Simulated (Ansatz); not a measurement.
Process, species as SMILES: [SH] (SH) → H atom + S atom
B3LYP-D3(BJ)/def2-TZVP geometries, fixed; electronic energies without zero-point terms.

Effect of a fitting basis named in the input at MP2/aug-cc-pV(Q+d)Z with Ansatz (a first-principles code), against the last row, where the atomisation energy is 84.83 kcal/mol. Cores are frozen. Open shells are unrestricted. The default fits or decomposes integrals by the program's own choice; accuracy: high also tightens integrals, grids and stops.

```csv
setting,largest shift of a total energy (mEh),shift of the atomisation energy (kcal/mol)
fitting: def2-universal-jkfit and def2-SVP-RIFIT,-3.190,-1.375
fitting: def2-universal-jkfit and cc-pVDZ-RIFIT,-2.892,-1.346
fitting: def2-universal-jkfit and cc-pVTZ-RIFIT,-0.774,-0.312
fitting: def2-universal-jkfit and aug-cc-pVTZ-RIFIT,-0.682,-0.259
fitting: def2-universal-jkfit and cc-pVQZ-RIFIT,0.061,-0.064
fitting: def2-universal-jkfit and aug-cc-pVQZ-RIFIT,0.085,-0.038
accuracy: high,0.000,0.000
accuracy: medium (default),0.000,0.000
```

Within 0.1 kcal/mol in the atomisation energy: fitting: def2-universal-jkfit and cc-pVQZ-RIFIT; fitting: def2-universal-jkfit and aug-cc-pVQZ-RIFIT; accuracy: high. The largest shift is 3.190 mEh in a total energy and 1.375 kcal/mol in the difference.
